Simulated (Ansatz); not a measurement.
# AlClSi: the cost of one run

The runs use Ansatz 0.2.0, Gaussian basis; def2-TZVPP, core rule «outside noble gas», up to 15 orbitals frozen.

Plan: UHF; ROHF; CCSD(T) on UHF.

2 further runs of the same task are left out: 2 set aside as unsound or not needed.

**1. The geometry**

The geometry is a PBE0/def2-TZVP stationary point (not a proven minimum) of the parent state, kept for this charge and spin.

3 atoms, charge 1, spin multiplicity 2.

Atoms are counted from 1 here; the program's logs count them from 0.

Bond lengths: Cl1–Al2 2.097 Å, Al2–Si3 2.363 Å. Angles: Cl1–Al2–Si3 180.0°.

**2. UHF**

Contents of in.yaml:

```yaml
crystal:
  periodic: [false, false, false]
  atoms:
    - {symbol: Cl, position_ang: [0.000000, 0.000000, -2.185400]}
    - {symbol: Al, position_ang: [0.000000, 0.000000, -0.088700]}
    - {symbol: Si, position_ang: [0.000000, 0.000000, 2.274100]}
basis:
  gaussian: {orbitals: def2-TZVPP}
total_charge: 1
magnetization: {spin_polarized: true, initial_magnetization: 1}
hamiltonian: {xc: hf}
output: {orbitals: {seedname: orbitals}}
```

On the command line:

```console
$ ansatz run in.yaml --threads 1 --pin off --events-out ev --progress --plain --max-ram 4096MiB --backend cpu
```

**Question.** How long does this run take on 1 thread of AMD EPYC 7R13, shared host, and how much memory does it need?

About 15 s, with a peak of 0.41 GiB.
